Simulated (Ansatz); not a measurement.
Mulliken charges of C₃HN, SMILES `C#CC#N` from ωB97M-V/def2-TZVPP in Ansatz (PBE0-D4/def2-TZVP geometry).

| atom | x (Å) | y (Å) | z (Å) | charge (e) |
| --- | --- | --- | --- | --- |
| C1 | -0.138 | 1.253 | 0.149 | 0.104 |
| C2 | 0.000 | 0.069 | 0.002 | -0.155 |
| C3 | 0.157 | -1.281 | -0.165 | -0.197 |
| N4 | 0.291 | -2.418 | -0.306 | 0.000 |
| H5 | -0.261 | 2.303 | 0.278 | 0.249 |

Task: By hand: the dipole of these point charges (1 e Å = 4.8032 D).

Result: Σ q r = (-0.110, 0.945, 0.117) e Å, of length 0.959 e Å = 4.61 D.

Task: How does the dipole of the full density compare? (An estimate is asked.)

Result: Ansatz gave: (-0.093, 0.792, 0.098) e Å, 3.86 D; the point charges give 1.19 times that, at 0° from its direction.

Point charges leave out the atoms' own dipoles, such as those of lone pairs, and Mulliken's split depends on the basis, so the two needn't agree.
